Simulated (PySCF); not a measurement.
Numbering as in the mapped SMILES `[CH3:1][O:2][C:3](=[S:4])[CH2:5][OH:6]`. Hydrogens are named by the atom that carries them.

Geometry: GFN2-xTB; GIAO absolute shieldings from PySCF 2.14, gas phase, non-relativistic, averaged over equivalent atoms.

At PBE0/pcSseg-1 (139 basis functions, 17 s wall time on 1 thread of an Intel Xeon Platinum 8488C, shared host):
```json
{"atoms": "C3", "σ (ppm)": "-45.2"}
{"atoms": "C5", "σ (ppm)": "110.9"}
{"atoms": "C1", "σ (ppm)": "127.3"}
{"atoms": "O2", "σ (ppm)": "75.5"}
{"atoms": "O6", "σ (ppm)": "308.8"}
{"atoms": "S4", "σ (ppm)": "118.2"}
{"atoms": "H(C5)", "σ (ppm)": "26.65"}
{"atoms": "H(C1)", "σ (ppm)": "27.38"}
{"atoms": "H(O6)", "σ (ppm)": "30.24"}
```

Q: Estimate the result of repeating the calculation with PBE0/aug-pcSseg-1.

A: 
| atoms | σ at PBE0/aug-pcSseg-1 | change |
| --- | --- | --- |
| C3 | -47.1 | -1.9 |
| C5 | 110.6 | -0.3 |
| C1 | 127.2 | -0.1 |
| O2 | 73.6 | -1.9 |
| O6 | 295.3 | -13.5 |
| S4 | 128.7 | +10.5 |
| H(C5) | 26.45 | -0.20 |
| H(C1) | 27.31 | -0.07 |
| H(O6) | 29.80 | -0.44 |

The largest change is at O6 (alcohol oxygen). Cost: 217 basis functions, 26 s wall time on 1 thread of an Intel Xeon Platinum 8488C, shared host. The order of the carbon signals is the same at both levels.
